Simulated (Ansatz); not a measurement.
## Lutetium, hcp: convergence with Methfessel-Paxton smearing

Computed with Ansatz, PBE, scalar-relativistic PAW, on the relaxed cell (a = 3.507 Å, c = 5.477 Å (c/a = 1.562); spin not included). Errors count from a run at 420 eV on a Γ-centred 17×17×10 mesh with Fermi-Dirac smearing of 0.1 eV, extrapolated to zero width. Fixed here: cutoff 420 eV, mesh 10×10×6. The SCF starts from atomic densities corrected by a trained network.

| width (eV) | E(σ→0) error (meV/atom) | F error (meV/atom) | P (GPa) | SCF iterations |
| --- | --- | --- | --- | --- |
| 0.01 | -0.1 | -0.1 | -0.27 | 9 |
| 0.03 | -0.1 | -0.2 | -0.29 | 8 |
| 0.1 | -0.2 | 0.0 | -0.31 | 8 |
| 0.2 | 0.8 | 0.8 | -0.22 | 9 |
| 0.3 | 1.1 | -0.4 | -0.14 | 9 |
| 0.6 | -4.4 | -13.4 | 0.03 | 9 |

**Question.** What does the run at 1.0 give (width)?

**Answer.** E(σ→0) error (meV/atom): -24.5; F error (meV/atom): -35.7; P (GPa): 0.16; SCF iterations: 8.
